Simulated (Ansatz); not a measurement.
## Molybdenum, bcc: convergence with the plane-wave cutoff

Computed with Ansatz, r²SCAN, scalar-relativistic PAW, on the relaxed cell (a = 3.153 Å; spin not included). Errors count from a run at 500 eV on a Γ-centred 23×23×23 mesh with Fermi-Dirac smearing of 0.1 eV, extrapolated to zero width. Fixed here: mesh 14×14×14, Fermi-Dirac width 0.1 eV. The pressure holds a Pulay correction and is unreliable far below the recommended cutoff. The SCF starts from atomic densities corrected by a trained network.

| cutoff (eV) | E(σ→0) error (meV/atom) | P (GPa) | SCF iterations |
| --- | --- | --- | --- |
| 150 | 18631.4 | -60.01 | 6 |
| 200 | 3777.8 | 4.46 | 6 |
| 250 | 559.6 | 0.19 | 6 |
| 300 | 83.0 | -0.39 | 6 |
| 420 | 15.5 | -0.05 | 6 |
| 500 | 13.4 | -0.02 | 6 |
| 600 | 11.5 | 0.00 | 6 |
| 800 | 10.1 | -0.02 | 6 |

**Question.** What does the run at 350 give (cutoff)?

**Answer.** E(σ→0) error (meV/atom): 22.5; P (GPa): -0.11; SCF iterations: 6.

Within 5 meV/atom of the last row: from 500 eV on.
